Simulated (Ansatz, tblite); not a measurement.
# The cluster AlH3O3: competing shapes

Aim: relax the candidate shapes of the cluster AlH3O3 that a cheap search turned up, and see how the levels of theory order them.

Program: Ansatz 0.2.0, Gaussian basis. Level of theory: relaxed with PBE0-D4/def2-TZVP, singlet. These are calculated values, not measurements.

1 further run of the same task is left out (set aside as unsound or not needed). Runs told in other sessions of the task aren't counted.

## (1) Starting geometry

7 atoms, charge 0, spin multiplicity 1.

Atoms are counted from 1 here; the program's logs count them from 0.

Bond lengths: Al1–O2 1.659 Å, Al1–O3 1.659 Å, Al1–O4 1.660 Å, O2–H6 0.947 Å, O3–H5 0.947 Å, O4–H7 0.947 Å. Angles: O2–Al1–O3 120.1°, O2–Al1–O4 119.9°, O3–Al1–O4 120.0°, Al1–O2–H6 135.5°, Al1–O3–H5 135.9°, Al1–O4–H7 135.2°.

Geometry (Å):

```xyz
7
AlH3O3
Al   -0.0025   -0.0003    0.0001
O     1.0273   -1.0638    0.7497
O    -0.5386    1.3463    0.8073
O    -0.4922   -0.2829   -1.5602
H    -1.0997    2.0819    0.6043
H     1.4371   -1.1212    1.6017
H    -0.3314   -0.9600   -2.2028
```

A search from random starts with GFN2-xTB found 9 distinct shapes; 2 go on here. The structure above is candidate A, which lies 0.00 eV above the lowest at that level; B lies 3.66 eV above the lowest at that level.

## (2) Relaxing candidate A

File in.yaml:

```yaml
crystal:
  periodic: [false, false, false]
  atoms:
    - {symbol: Al, position_ang: [-0.002520, -0.000280, 0.000110]}
    - {symbol: O, position_ang: [1.027350, -1.063770, 0.749720]}
    - {symbol: O, position_ang: [-0.538630, 1.346310, 0.807270]}
    - {symbol: O, position_ang: [-0.492210, -0.282890, -1.560200]}
    - {symbol: H, position_ang: [-1.099700, 2.081850, 0.604260]}
    - {symbol: H, position_ang: [1.437100, -1.121220, 1.601670]}
    - {symbol: H, position_ang: [-0.331390, -0.959990, -2.202840]}
basis:
  gaussian: {orbitals: def2-TZVP}
hamiltonian: {xc: pbe0, dispersion: d4}
scf: {lower_state_search: "off"}
output: {orbitals: {seedname: orbitals}}
relax: {f_tol: 0.02, max_steps: 100}
```

The run is started by

```bash
$ ansatz run in.yaml --threads 4 --pin off --events-out ev --progress --plain --max-ram 3916MiB
```

Standard output, cut to the lines that bear on the results:

```text
Functional definition: PBE0
  name "PBE0"
  cite "Adamo & Barone, J. Chem. Phys. 110, 6158 (1999) doi:10.1063/1.478522"
  cite "Perdew, Burke & Ernzerhof, Phys. Rev. Lett. 77, 3865 (1996) doi:10.1103/PhysRevLett.77.3865"
  parent pbe
[...]
864 factors; their error is unknown
[...]
mean field -12784.85561512 eV, -469.8347779693 hartree, gradient 3.0e-6 eV, S^2 0.000000; 0 other end points of the search recorded, 0 dependent functions left out
[...]
reference -12784.85564501 eV, -469.8347790679 hartree; 20, 20 occupied and 128, 128 virtual orbitals, 864 factors
relax step   1: F+E_penalty+E_count = -12784.94195187 eV  Δ(F+E_penalty+E_count) = +0.000e0 eV  max|allowed force component| = 5.685e-1 eV/Å  Δτ_max = 0.0000 Å  (15 SCF iters, accepted)
[...]
relax step   4: F+E_penalty+E_count = -12785.02918151 eV  Δ(F+E_penalty+E_count) = -1.688e-2 eV  max|allowed force component| = 2.999e-1 eV/Å  Δτ_max = 0.0354 Å  (19 SCF iters, accepted)
[...]
relax step   5: F+E_penalty+E_count = -12785.03818489 eV  Δ(F+E_penalty+E_count) = -9.003e-3 eV  max|allowed force component| = 5.542e-3 eV/Å  Δτ_max = 0.0320 Å  (20 SCF iters, accepted)
Total energy: -12785.03821425 eV, -469.8414883637 hartree
Atom 0 at     0.000501     0.000506    -0.000400 Å, force     0.000852     0.000151    -0.000521 eV/Å
Atom 1 at     1.046303    -1.128064     0.695814 Å, force    -0.001348    -0.003183    -0.004538 eV/Å
Atom 2 at    -0.498544     1.348457     0.886109 Å, force     0.002497    -0.002164     0.005326 eV/Å
Atom 3 at    -0.545590    -0.218913    -1.583370 Å, force    -0.003370     0.003755     0.001090 eV/Å
Atom 4 at    -1.090329     2.009531     0.531690 Å, force     0.001058    -0.003949    -0.005542 eV/Å
Atom 5 at     1.376967    -1.043370     1.588198 Å, force    -0.002964     0.005539    -0.000780 eV/Å
Atom 6 at    -0.289308    -0.968138    -2.118051 Å, force     0.003274    -0.000149     0.004966 eV/Å
Dipole moment:    -0.001789    -0.000951     0.001164 e Å
Checks for a lower state left out: stability, starts, cluster_reference, orbital_swaps, neighbouring_geometries, increment
```

Run time: 4.7 s. Hardware: 4 threads of Arm Neoverse V2, shared host.

Along the way:

```
step  energy from step 1 (eV)  largest force component (eV/Å)
   1                   0.0000                          0.5685
   2                  -0.0198                          0.4370
   3                  -0.0703                          0.3508
   4                  -0.0872                          0.2999
   5                  -0.0962                          0.0055
```

Close pairs (by a distance rule), those that changed most:

```
  bond  before (Å)  after (Å)  change (Å)
Al1–O3       1.659      1.689      +0.030
Al1–O2       1.659      1.689      +0.029
Al1–O4       1.660      1.689      +0.029
 O2–H6       0.947      0.955      +0.008
 O3–H5       0.947      0.955      +0.008
 O4–H7       0.947      0.955      +0.008
```

## (3) Relaxing candidate B

File in.yaml:

```yaml
crystal:
  periodic: [false, false, false]
  atoms:
    - {symbol: Al, position_ang: [-0.118350, 0.514230, -0.123590]}
    - {symbol: O, position_ang: [0.791600, -1.116580, -0.337970]}
    - {symbol: O, position_ang: [-1.308770, 0.492390, 1.000590]}
    - {symbol: O, position_ang: [1.548480, 0.051430, 0.133360]}
    - {symbol: H, position_ang: [-1.989860, 0.475360, 1.655570]}
    - {symbol: H, position_ang: [1.449960, -1.573020, -0.876650]}
    - {symbol: H, position_ang: [-0.373060, 1.156200, -1.451300]}
basis:
  gaussian: {orbitals: def2-TZVP}
hamiltonian: {xc: pbe0, dispersion: d4}
scf: {lower_state_search: "off"}
output: {orbitals: {seedname: orbitals}}
relax: {f_tol: 0.02, max_steps: 100}
```

Same command.

Standard output, cut to the lines that bear on the results:

```text
Functional definition: PBE0
  name "PBE0"
  cite "Adamo & Barone, J. Chem. Phys. 110, 6158 (1999) doi:10.1063/1.478522"
  cite "Perdew, Burke & Ernzerhof, Phys. Rev. Lett. 77, 3865 (1996) doi:10.1103/PhysRevLett.77.3865"
  parent pbe
[...]
864 factors; their error is unknown
[...]
mean field -12779.89889559 eV, -469.6526218864 hartree, gradient 5.7e-6 eV, S^2 0.000000; 0 other end points of the search recorded, 0 dependent functions left out
[...]
reference -12779.89892609 eV, -469.6526230073 hartree; 20, 20 occupied and 128, 128 virtual orbitals, 864 factors
relax step   1: F+E_penalty+E_count = -12779.98328340 eV  Δ(F+E_penalty+E_count) = +0.000e0 eV  max|allowed force component| = 1.095e0 eV/Å  Δτ_max = 0.0000 Å  (17 SCF iters, accepted)
[...]
Total energy: -12780.35748513 eV, -469.6694747410 hartree
Atom 0 at    -0.190510     0.496402    -0.197274 Å, force     0.008496     0.013053     0.000208 eV/Å
Atom 1 at     0.772532    -1.188527    -0.201049 Å, force     0.003843    -0.001815    -0.007984 eV/Å
Atom 2 at    -1.516659     0.623576     0.840375 Å, force    -0.007261     0.001982    -0.016316 eV/Å
Atom 3 at     1.401669     0.006840     0.420425 Å, force    -0.000435    -0.001197     0.002867 eV/Å
Atom 4 at    -1.524142     0.305849     1.740787 Å, force     0.000586    -0.005312     0.019002 eV/Å
Atom 5 at     1.340940    -1.353848    -0.965773 Å, force    -0.002884    -0.002971     0.003660 eV/Å
Atom 6 at    -0.283830     1.109719    -1.637480 Å, force    -0.002344    -0.003740    -0.001438 eV/Å
Dipole moment:     0.184151    -0.293391    -0.125980 e Å
Checks for a lower state left out: stability, starts, cluster_reference, orbital_swaps, neighbouring_geometries, increment
```

It took 14 s on 4 threads of Arm Neoverse V2, shared host.

Step by step: (the energy doesn't fall at every step)

```
step  energy from step 1 (eV)  largest force component (eV/Å)
   1                   0.0000                          1.0948
   2                  -0.1116                          0.6475
   3                  -0.1799                          0.4792
   4                  -0.2059                          0.4822
   5                  -0.2166                          0.6844
   6                  -0.2427                          0.4746
   7                  -0.2625                          1.1339
   8                  -0.3546                          0.4974
   9                  -0.3671                          0.1744
  10                  -0.3686                          0.1460
  11                  -0.3547                          1.1579
  12                  -0.3735                          0.0517
  13                  -0.3742                          0.0314
  14                  -0.3742                          0.0190
```

Distances of close pairs at the start and the end, largest changes first:

```
  bond  before (Å)  after (Å)  change (Å)
Al1–H7       1.497      1.568      +0.072
Al1–O2       1.880      1.941      +0.061
Al1–O3       1.637      1.689      +0.051
Al1–O4       1.749      1.777      +0.028
 O2–O4       1.469      1.487      +0.017
 O3–H5       0.945      0.955      +0.010
 O2–H6       0.965      0.967      +0.002
```

## (4) The relaxed candidates

```
candidate  point group                                 bonds (count, mean Å)  energy above the lowest (kJ/mol)
        A          C3h                             Al–O 3, 1.69; H–O 3, 0.96                               0.0
        B           C1  Al–O 3, 1.80; O–O 1, 1.49; H–O 2, 0.96; Al–H 1, 1.57                             451.6
```

## (5) Candidate B, GFN1-xTB

Tight binding, by tblite at 300 K electronic temperature and without a spin-polarisation term:

```python
tblite.interface.Calculator('GFN1-xTB', numbers, positions, charge=0, uhf=0).singlepoint()
```

Energy -462.7254 eV, HOMO -12.74 eV, LUMO -5.86 eV; 0.004 s.

## (6) Candidate B, GFN2-xTB

Tight binding, by tblite at 300 K electronic temperature and without a spin-polarisation term:

```python
tblite.interface.Calculator('GFN2-xTB', numbers, positions, charge=0, uhf=0).singlepoint()
```

Energy -403.4836 eV, HOMO -11.55 eV, LUMO -6.09 eV; 0.002 s.

## (7) Candidate B, PBE0-D4/def2-TZVP

start.molden holds the orbitals of an earlier run on this state, given as this run's starting guess.

File in.yaml:

```yaml
crystal:
  periodic: [false, false, false]
  atoms:
    - {symbol: Al, position_ang: [-0.190510, 0.496402, -0.197274]}
    - {symbol: O, position_ang: [0.772532, -1.188527, -0.201049]}
    - {symbol: O, position_ang: [-1.516659, 0.623576, 0.840375]}
    - {symbol: O, position_ang: [1.401669, 0.006840, 0.420425]}
    - {symbol: H, position_ang: [-1.524142, 0.305849, 1.740787]}
    - {symbol: H, position_ang: [1.340940, -1.353848, -0.965773]}
    - {symbol: H, position_ang: [-0.283830, 1.109719, -1.637480]}
basis:
  gaussian: {orbitals: def2-TZVP, initial_orbitals: start.molden}
hamiltonian: {xc: pbe0, dispersion: d4}
scf: {omitted_lower_state_checks: [starts]}
output: {orbitals: {seedname: orbitals}}
```

Launched as before.

Standard output:

```text
Functional definition: PBE0
  name "PBE0"
  cite "Adamo & Barone, J. Chem. Phys. 110, 6158 (1999) doi:10.1063/1.478522"
  cite "Perdew, Burke & Ernzerhof, Phys. Rev. Lett. 77, 3865 (1996) doi:10.1103/PhysRevLett.77.3865"
  parent pbe
  parameter a = 0.25
  parameter kappa = 0.804
  parameter beta = 0.06672455060314922
  exchange = (1 - a)*pbe_x(kappa = kappa, mu = beta*pi^2/3) + a*exact_x
  correlation = pbe_c(beta = beta)
these checks for a lower state are left out or cut short: starts
864 factors; their error is unknown
mean field evaluation 1: about -12690.1521 eV, gradient 1.4e2 eV
mean field evaluation 2: about -12732.8309 eV, gradient 6.1e1 eV
mean field evaluation 4: about -12779.7232 eV, gradient 1.5e1 eV
mean field evaluation 8: about -12780.2734 eV, gradient 9.7e-5 eV
mean field -12780.27342680 eV, -469.6663856543 hartree, gradient 1.5e-5 eV, S^2 0.000000; 0 other end points of the search recorded, 0 dependent functions left out
reference -12780.27345591 eV, -469.6663867243 hartree; 20, 20 occupied and 128, 128 virtual orbitals, 864 factors
Total energy: -12780.35748124 eV, -469.6694745983 hartree
Checks for a lower state left out: starts
```

Wall time 1.3 s (4 threads of Arm Neoverse V2, shared host).

HOMO -8.53 eV, LUMO -0.89 eV.

## (8) Candidate B, PBE-D4/def2-TZVP

in.yaml: that of step 7 with these lines changed.

```diff
@@ -12,4 +12,4 @@
   gaussian: {orbitals: def2-TZVP, initial_orbitals: start.molden}
-hamiltonian: {xc: pbe0, dispersion: d4}
+hamiltonian: {xc: pbe, dispersion: d4}
 scf: {omitted_lower_state_checks: [starts]}
-output: {orbitals: {seedname: orbitals}}
+output: {forces: true, orbitals: {seedname: orbitals}}
```

Same command.

Standard output, cut to the lines that bear on the results:

```text
Functional definition: PBE
  name "PBE"
  cite "Perdew, Burke & Ernzerhof, Phys. Rev. Lett. 77, 3865 (1996) doi:10.1103/PhysRevLett.77.3865"
  parent pbe
[...]
844 factors; their error is unknown
[...]
mean field -12779.91974916 eV, -469.6533882409 hartree, gradient 1.9e-5 eV, S^2 0.000000; 0 other end points of the search recorded, 0 dependent functions left out
[...]
reference -12779.91978917 eV, -469.6533897113 hartree; 20, 20 occupied and 128, 128 virtual orbitals, 844 factors
Total energy: -12780.02035910 eV, -469.6570855881 hartree
Atom 0 at    -0.190510     0.496402    -0.197274 Å, force    -0.017083     0.237825    -0.241594 eV/Å
Atom 1 at     0.772532    -1.188527    -0.201049 Å, force    -0.584664    -0.790873     0.133377 eV/Å
Atom 2 at    -1.516659     0.623576     0.840375 Å, force    -0.390627     0.227995    -0.288748 eV/Å
Atom 3 at     1.401669     0.006840     0.420425 Å, force     0.671486     0.568150     0.466656 eV/Å
Atom 4 at    -1.524142     0.305849     1.740787 Å, force     0.001777    -0.187901     0.542192 eV/Å
Atom 5 at     1.340940    -1.353848    -0.965773 Å, force     0.350011    -0.096340    -0.491008 eV/Å
Atom 6 at    -0.283830     1.109719    -1.637480 Å, force    -0.030900     0.041144    -0.120874 eV/Å
Dipole moment:     0.174947    -0.309403    -0.116706 e Å
Checks for a lower state left out: starts
```

Run time: 1 s. Hardware: 4 threads of Arm Neoverse V2, shared host.

Report: HOMO -6.70 eV, LUMO -2.28 eV.

## (9) Candidate B, r2SCAN-D4/def2-TZVP

in.yaml: that of step 8 with these lines changed.

```diff
@@ -12,4 +12,4 @@
   gaussian: {orbitals: def2-TZVP, initial_orbitals: start.molden}
-hamiltonian: {xc: pbe, dispersion: d4}
+hamiltonian: {xc: r2scan, dispersion: d4}
 scf: {omitted_lower_state_checks: [starts]}
-output: {forces: true, orbitals: {seedname: orbitals}}
+output: {orbitals: {seedname: orbitals}}
```

The command is unchanged.

Standard output:

```text
Functional definition: r2SCAN
  name "r2SCAN"
  cite "Furness, Kaplan, Ning, Perdew & Sun, J. Phys. Chem. Lett. 11, 8208 (2020) doi:10.1021/acs.jpclett.0c02405"
  cite "Furness, Kaplan, Ning, Perdew & Sun, J. Phys. Chem. Lett. 11, 9248 (2020) doi:10.1021/acs.jpclett.0c03077"
  parent r2scan
  parameter k0 = 0.174
  parameter k1 = 0.065
  parameter a1 = 4.9479
  exchange = r2scan_x(k0 = k0, k1 = k1, a1 = a1)
  correlation = r2scan_c
these checks for a lower state are left out or cut short: starts
844 factors; their error is unknown
mean field evaluation 1: about -12786.3552 eV, gradient 5.9e0 eV
mean field evaluation 2: about -12786.3831 eV, gradient 3.7e-2 eV
mean field evaluation 4: about -12786.3695 eV, gradient 1.2e-4 eV
mean field -12786.36948618 eV, -469.8904117046 hartree, gradient 1.4e-5 eV, S^2 0.000000; 0 other end points of the search recorded, 0 dependent functions left out
reference -12786.36949793 eV, -469.8904121364 hartree; 20, 20 occupied and 128, 128 virtual orbitals, 844 factors
Total energy: -12786.39313939 eV, -469.8912809439 hartree
Checks for a lower state left out: starts
```

Run time: 2 s. Hardware: 4 threads of Arm Neoverse V2, shared host.

HOMO -7.10 eV, LUMO -1.91 eV.

## (10) Candidate B, r2SCANh-D4/def2-TZVP

in.yaml: that of step 9 with these lines changed.

```diff
@@ -12,3 +12,3 @@
   gaussian: {orbitals: def2-TZVP, initial_orbitals: start.molden}
-hamiltonian: {xc: r2scan, dispersion: d4}
+hamiltonian: {xc: {name: r2SCANh}, dispersion: d4}
 scf: {omitted_lower_state_checks: [starts]}
```

Same command.

Standard output, cut to the lines that bear on the results:

```text
Functional definition: r2SCANh
  name "r2SCANh"
  cite "Bursch, Neugebauer, Ehlert & Grimme, J. Chem. Phys. 156, 134105 (2022) doi:10.1063/5.0086040"
  cite "Furness, Kaplan, Ning, Perdew & Sun, J. Phys. Chem. Lett. 11, 8208 (2020) doi:10.1021/acs.jpclett.0c02405"
  cite "Furness, Kaplan, Ning, Perdew & Sun, J. Phys. Chem. Lett. 11, 9248 (2020) doi:10.1021/acs.jpclett.0c03077"
  parent r2scan
[...]
844 factors; their error is unknown
[...]
mean field -12785.85551067 eV, -469.8715234530 hartree, gradient 1.8e-5 eV, S^2 0.000000; 0 other end points of the search recorded, 0 dependent functions left out
reference -12785.85552140 eV, -469.8715238472 hartree; 20, 20 occupied and 128, 128 virtual orbitals, 844 factors
Total energy: -12785.88058132 eV, -469.8724447824 hartree
Checks for a lower state left out: starts
```

It took 2.2 s on 4 threads of Arm Neoverse V2, shared host.

Report: HOMO -7.79 eV, LUMO -1.38 eV.

## (11) Candidate B, ωB97M-V/def2-TZVP

in.yaml: that of step 10 with these lines changed.

```diff
@@ -12,3 +12,3 @@
   gaussian: {orbitals: def2-TZVP, initial_orbitals: start.molden}
-hamiltonian: {xc: {name: r2SCANh}, dispersion: d4}
+hamiltonian: {xc: {name: wB97M-V}}
 scf: {omitted_lower_state_checks: [starts]}
```

Launched as before.

Standard output, cut to the lines that bear on the results:

```text
Functional definition: wB97M-V
  name "wB97M-V"
  cite "Mardirossian & Head-Gordon, J. Chem. Phys. 144, 214110 (2016) doi:10.1063/1.4952647"
  cite "Becke, J. Chem. Phys. 107, 8554 (1997) doi:10.1063/1.475007"
  cite "Vydrov & Van Voorhis, J. Chem. Phys. 133, 244103 (2010) doi:10.1063/1.3521275"
  # Of w^i u^j: cxij and so on, Table III.
[...]
  gx(w, u) = 1 - cx + cx01*u + cx10*w
  gss(w, u) = css00 + css04*u^4 + css10*w + css20*w^2 + css43*w^4*u^3
  gos(w, u) = cos00 + cos10*w + (cos20 + cos21*u)*w^2 + (cos60 + cos61*u)*w^6
[...]
      + integral(e_c_pw_mod_opposite_spin*gos(b97_w_opposite, b97_u_opposite)) + vv10(b, c)
[...]
844 factors; their error is unknown
207 factors; integrals over basis functions are off by at most 1.2e-5 eV
[...]
mean field -12787.84709881 eV, -469.9447129673 hartree, gradient 2.6e-5 eV, S^2 0.000000; 0 other end points of the search recorded, 0 dependent functions left out
reference -12787.84714557 eV, -469.9447146857 hartree; 20, 20 occupied and 128, 128 virtual orbitals, 844 factors
Total energy: -12787.84714557 eV, -469.9447146857 hartree
Checks for a lower state left out: starts
```

Wall time 3.4 s (4 threads of Arm Neoverse V2, shared host).

Report: HOMO -11.03 eV, LUMO 1.02 eV.

## (12) Candidate B, CCSD(T)/def2-TZVPP

in.yaml: that of step 11 with these lines changed.

```diff
@@ -11,4 +11,4 @@
 basis:
-  gaussian: {orbitals: def2-TZVP, initial_orbitals: start.molden}
-hamiltonian: {xc: {name: wB97M-V}}
+  gaussian: {orbitals: def2-TZVPP, initial_orbitals: start.molden}
+correlation: {method: ccsd_t}
 scf: {omitted_lower_state_checks: [starts]}
```

The command is unchanged.

Standard output, cut to the lines that bear on the results:

```text
Functional definition: HF
  name "HF"
  cite "Fock, Z. Phys. 61, 126 (1930) doi:10.1007/BF01340294"
  parent pbe
[...]
1095 factors; integrals over basis functions are off by at most 1.1e-3 eV
[...]
mean field -12744.94698036 eV, -468.3681626929 hartree, gradient 2.3e-6 eV, S^2 0.000000; 0 other end points of the search recorded, 0 dependent functions left out
8 core orbitals not correlated: weight in the atoms' cores, before any rotation towards them, 1.000 or more for the frozen orbitals, at most 0.000 for the correlated occupied ones
reference -12744.94698036 eV, -468.3681626929 hartree; 12, 12 occupied and 157, 157 virtual orbitals, 1095 factors
second order -21.84073576 eV of doubles, -0.00000000 eV of singles
cycle   1  -21.53071146 eV  change    3.1e-1 eV  update   1.0e-1
[...]
cycle  11  -22.22119036 eV  change    6.3e-6 eV  update   2.1e-5
perturbative correction -0.83138744 eV, -0.0305529250 hartree
Total energy: -12767.99955816 eV, -469.2153293014 hartree
Checks for a lower state left out: starts
```

Wall time 27 s (4 threads of Arm Neoverse V2, shared host); peak memory 1.7 GiB.

From the report: Hartree-Fock HOMO -12.64 eV, LUMO 2.37 eV; T1 0.014.

## (13) B against A

The energies of A at these levels come from its own runs, whose logs aren't repeated here.

Differences are taken before rounding.

```
              method  B above A (kJ/mol)  from CCSD(T)/def2-TZVPP (kJ/mol)     time
            GFN1-xTB               431.6                             -31.0  0.007 s
            GFN2-xTB               373.4                             -89.1  0.004 s
       HF/def2-TZVPP               491.5                             +29.0         
    PBE-D4/def2-TZVP               430.4                             -32.1    1.9 s
 r2SCAN-D4/def2-TZVP               451.7                             -10.9    3.7 s
r2SCANh-D4/def2-TZVP               458.2                              -4.3    4.2 s
   PBE0-D4/def2-TZVP               451.6                             -10.9    2.4 s
   ωB97M-V/def2-TZVP               454.3                              -8.3    6.6 s
      MP2/def2-TZVPP               490.4                             +27.8         
     CCSD/def2-TZVPP               471.3                              +8.7         
  CCSD(T)/def2-TZVPP               462.6                                 0     52 s
```

Among the levels timed on like hardware and quicker than the yardstick, those that no quicker one beats, quickest first: GFN2-xTB (0.004 s, -89.1 kJ/mol); GFN1-xTB (0.007 s, -31.0 kJ/mol); PBE0-D4/def2-TZVP (2.4 s, -10.9 kJ/mol); r2SCAN-D4/def2-TZVP (3.7 s, -10.9 kJ/mol); r2SCANh-D4/def2-TZVP (4.2 s, -4.3 kJ/mol).

Times add the two runs; a level without a time comes out of a correlated run.

## (14) Results

| quantity | value |
| --- | --- |
| B above A, CCSD(T)/def2-TZVPP | +462.6 kJ/mol |
| levels that put B lower | none |

**Reading.** All levels free of doubt put A (C3h) below B (C1), by 373.4 to 491.5 kJ/mol. CCSD(T)/def2-TZVPP isn't at the basis-set limit; small misses against it rank nothing. A random search of this size may have missed the true lowest shape. Only singlets are compared; another spin may lie lower and prefer another shape.
